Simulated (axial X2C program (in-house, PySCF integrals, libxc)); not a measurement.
Spectroscopic constants of BP⁺

Computed with an in-house all-electron X2C program for linear molecules (integrals from PySCF). Spin-free means the one-electron spin-free X2C Hamiltonian; two-component (2c) means X2C with spin–orbit coupling and atomic mean-field two-electron Coulomb and Gaunt terms, so the difference of the two also holds small scalar two-electron terms. Basis: P dyall-v3z [8s7p2d1f], B dyall-v3z [7s6p2d1f] (cores contracted in-house); Gaussian nuclei, density fitting, unrestricted open shells. Masses: P 30.974 u, B 11.009 u.

The run was started with this input:
```json
{"zs": [15, 5], "q": 1, "bas": ["dyall-v3z", "dyall-v3z"], "levels": ["PBE0", "HF", "BP86"], "cc": true, "r0": 1.8, "thr": -2.0, "nmax": 90, "npts": 10, "nst": 2, "ntry": 6}
```
```bash
python so2c.py task.json out
```

Keys: zs atomic numbers; q charge; bas basis sets; levels methods; cc coupled cluster on or off; r0 starting distance in Å; thr threshold in hartree for freezing inner shells (an s shell follows its p shell); nmax most natural virtual spinors; npts points on the curve; nst determinants followed; ntry starts of the search. HF also brings MP2.

State, spin-free: M_S = 3/2, Λ = 0 (beyond evenly filled blocks: σα, π+α, π-α); electrons by block: σα: 7, σβ: 6, π+α: 2, π+β: 1, π-α: 2, π-β: 1. Fragments: P + B+.

State, 2c: Ω = 3/2 (⟨Sz⟩ = 1.50, ⟨Lz⟩ = 0.00 at PBE0); electrons by block: 1/2: 8, -1/2: 8, 3/2: 2, -3/2: 1. Fragments: P + B+.

```csv
Hamiltonian,level,Re (Å),ωe (cm⁻¹),ωexe (cm⁻¹),Be (cm⁻¹),De (eV),D0 (eV),μ (D)
spin-free,CCSD,1.870,696.4,12.3,0.5936,1.92,1.88,n/a
spin-free,CCSD(T),1.878,697.0,9.73,0.5885,2.07,2.02,n/a
2c,PBE0,1.852,769.5,8.76,0.6052,2.96,2.91,1.59
2c,HF,1.837,756.0,16.3,0.6149,1.85,1.80,2.29
2c,MP2,1.844,794.4,11.4,0.6104,2.21,2.16,n/a
2c,BP86,1.876,730.1,7.61,0.59,3.15,3.10,1.44
```

Spin-free values that have a 2c row agree with it to the digits that matter (0.001 Å, 0.01 eV) and are not repeated.

Correlated methods: 7 electrons correlated (number of frozen shells: P 2 s, 1 p; B 1 s), 147 virtual spin orbitals or spinors in MP2.

Dipoles are positive if B is the positive end and refer to the centre of mass.

One determinant describes the state; a PBE0 search over occupations chose it and may have missed a lower one. Dissociation energies refer to the lowest single-determinant-based atoms at the same level and basis. Density functionals use the spin component along the axis (collinear). CCSD and (T) use frozen natural virtuals with an MP2 correction for the truncation; (T) itself is uncorrected, so its De runs slightly low. PBE0 can misorder states that lie within some tenths of an eV, so this need not be the ground state of the molecule. The nearest other spin-free determinant of the search, M_S = 1/2, Λ = 0, lies 0.30 eV up at the distance of the search. With several unpaired electrons one determinant need not be a pure state. This is the top spin component of a Σ state; components of lower Ω are not single determinants and can lie lower.

No reliable constants came from CCSD (2c), CCSD(T) (2c): no minimum in range, unconverged points, a curve that is not smooth, a change of character along it, or the two Hamiltonians disagreeing along it.

Rough cost a point (2c) on 1 thread(s) of a shared host, integrals apart: PBE0 0.21 s, HF 0.11 s, BP86 0.15 s.

The whole task took 75 s on 1 thread of Intel(R) Xeon(R) Processor @ 2.30GHz (shared host).
